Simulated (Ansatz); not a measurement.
Reaction (SMILES): [C-]#[S+] (C-S) + 3 [H][H] (H2) → C (CH4) + S (H2S)
B3LYP-D3(BJ)/def2-TZVP geometries, fixed; electronic energies without zero-point terms.
Largest species:
```
C
H 1 1.0892
H 1 1.0892 2 109.47
H 1 1.0892 2 109.47 3 120.00
H 1 1.0892 2 109.47 3 -120.00
```
Charge 0, spin multiplicity 1.

Basis-set convergence of the energy of full hydrogenation at CCSD(T) with Ansatz (an electronic-structure program). Cartesian d functions, on some or all atoms, in 6-31G*, 6-31+G*, 6-311G**, 6-311+G**; all else is spherical. Cores are frozen. No added dispersion term, no relativity. Functions are those of the species that has most. Reference: Hartree-Fock in cc-pV(Q+d)Z plus the correlation part extrapolated as X^-3 from cc-pV(T+d)Z and cc-pV(Q+d)Z, -104.57 kcal/mol, itself unsure by roughly 0.38 kcal/mol (a third of the extrapolation step and of the last Hartree-Fock step). Deviations are taken from unrounded values.

| basis | functions | energy of full hydrogenation (kcal/mol) |
|---|---|---|
| 6-31G* | 34 | -88.15 |
| 6-31+G* | 42 | -86.22 |
| def2-SVP | 34 | -103.44 |
| def2-SVPD | 52 | -108.53 |
| pcseg-1 | 34 | -99.73 |
| aug-pcseg-1 | 59 | -101.08 |
| cc-pV(D+d)Z | 37 | -98.49 |
| aug-cc-pV(D+d)Z | 59 | -100.98 |
| 6-311G** | 45 | -97.49 |
| 6-311+G** | 53 | -95.64 |
| def2-TZVP | 68 | -98.41 |
| def2-TZVPD | 83 | -98.80 |
| cc-pV(T+d)Z | 86 | -102.76 |
| aug-cc-pV(T+d)Z | 138 | -103.67 |
| pcseg-2 | 86 | -102.89 |
| aug-pcseg-2 | 138 | -103.87 |
| def2-TZVPP | 87 | -102.19 |
| def2-TZVPPD | 105 | -102.90 |
| def2-QZVPP | 177 | -103.69 |
| def2-QZVPPD | 195 | -103.61 |

What the diffuse functions change, pair by pair:
- 6-31G* to 6-31+G*: 8 more functions, deviation 16.43 to 18.35 kcal/mol
- def2-SVP to def2-SVPD: 18 more functions, deviation 1.13 to -3.96 kcal/mol
- pcseg-1 to aug-pcseg-1: 25 more functions, deviation 4.84 to 3.49 kcal/mol
- cc-pV(D+d)Z to aug-cc-pV(D+d)Z: 22 more functions, deviation 6.08 to 3.59 kcal/mol
- 6-311G** to 6-311+G**: 8 more functions, deviation 7.08 to 8.93 kcal/mol
- def2-TZVP to def2-TZVPD: 15 more functions, deviation 6.16 to 5.77 kcal/mol
- cc-pV(T+d)Z to aug-cc-pV(T+d)Z: 52 more functions, deviation 1.82 to 0.90 kcal/mol
- pcseg-2 to aug-pcseg-2: 52 more functions, deviation 1.68 to 0.70 kcal/mol
- def2-TZVPP to def2-TZVPPD: 18 more functions, deviation 2.38 to 1.67 kcal/mol
- def2-QZVPP to def2-QZVPPD: 18 more functions, deviation 0.88 to 0.96 kcal/mol

They bring the value nearer the reference by more than 0.38 kcal/mol in 6 of 10 pairs.
